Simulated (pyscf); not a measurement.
PySCF, gas phase, ωB97X-D3(BJ)/def2-SVP geometries. MP2 and CC: frozen core, UHF for open shells. ΔMP2 is the change of the MP2 total energy from the triple- to the quadruple-zeta basis.

### Question
For `[Li][O][CH2][CH3]` → `[Li][OH]` + `[CH2]=[CH2]`, an elimination (singlet surface; C–O, C–H broken, H–O formed), PBE/def2-TZVP gives ΔE‡ = 2.47 eV and ΔE = +0.80 eV (zero: the reactant's lowest minimum found). In which direction and how far do r²SCAN/def2-TZVP, M06-2X/def2-TZVP, CCSD(T)/def2-TZVPP + ΔMP2(QZVPP) move these?

### Answer
r²SCAN: ΔE‡ = 2.64 eV, ΔE = +0.85 eV; M06-2X: ΔE‡ = 2.74 eV, ΔE = +0.82 eV; CCSD(T): ΔE‡ = 2.69 eV, ΔE = +0.68 eV. PBE's barrier lies under all of them, by 0.17 to 0.27 eV. Its reaction energy lies among theirs. Low barriers are usual for a GGA, whose delocalisation error favours stretched bonds. This is the saddle that the search found; another between the same sides may lie lower. The CCSD(T) − MP2 part came from Ansatz, without density fitting, on the same reference. The frozen core leaves the outer d or s,p core shells of the metals and heavy elements correlated in the MP2 and CC values, and def2-TZVPP describes them poorly, which can shift differences by a few kcal/mol.
